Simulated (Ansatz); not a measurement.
Isolated molecules relaxed with PBE0-D4/def2-TZVP in Ansatz; ΔE leaves out vibrations. CCSD(T)/CBS adds triple-zeta CCSD(T) − MP2 to the extrapolated MP2 energy (def2 sets, frozen cores). This one scheme is used for every species, atoms too. DFT in def2-TZVPP. B3LYP here is the variant with VWN-RPA as its local correlation; programs differ in this. HSE06 is defined as in plane-wave codes. No spin–orbit coupling; open shells (•) take unrestricted orbitals. Spin–orbit coupling would lower the free atoms: a little for C, F.

`FC1N=C=N1` → 2 C• + F• + H• + 2 N•  (atomization)

```tsv
level	ΔE (kJ/mol)	difference from CCSD(T)/CBS
PBE0-D4	2343.8	54.1
HSE06-D4	2348.3	58.6
PBE	2489.3	199.6
PBE0	2335.8	46.1
B3LYP	2282.7	-7.0
HSE06	2341.0	51.3
BHLYP	2092.7	-197.0
HF/def2-SVP	1230.3	-1059.4
CCSD/def2-SVP	2041.8	-247.9
MP2/def2-TZVPP	2309.9	20.2
SCS-MP2/def2-TZVPP	2268.5	-21.2
HF/def2-QZVPP	1225.4	-1064.3
MP2/def2-QZVPP	2366.9	77.2
HF/CBS(def2)	1226.3	-1063.4
MP2/CBS(def2)	2405.5	115.8
CCSD/CBS(def2)	2195.9	-93.8
CCSD(T)/CBS	2289.7	0
```

(1) What do rigid-rotor, harmonic-oscillator terms from PBE0-D4/def2-TZVP frequencies (298.15 K, 1 bar) make of the CCSD(T)/CBS value? (Estimate.)

Largest T1 diagnostic among the species: 0.018.

Results:

(1) The calculation gave: ΔZPE = -79.2 kJ/mol, ΔH = +2234.5 kJ/mol, ΔS = 620 J/(mol·K), ΔG = +2049.6 kJ/mol. Open shells count their whole term as degenerate.

From PBE to PBE0 (25 % exact exchange), in def2-TZVPP and without D4, ΔE moves by −153.5 kJ/mol: exact exchange takes away binding that semilocal exchange gives to molecules. At CCSD(T), def2-SVP lies −176.6 kJ/mol from the extrapolated value and def2-TZVPP −95.6 kJ/mol: correlation converges slowly with the basis, and small sets miss more of it in the bonded molecule than in its fragments.

For atomizations the MP2-based limit and the directly extrapolated one differ by several kJ/mol either way, and by 10 to 25 for some Ge, Se and Sn compounds, so smaller differences from it don't rank the levels.
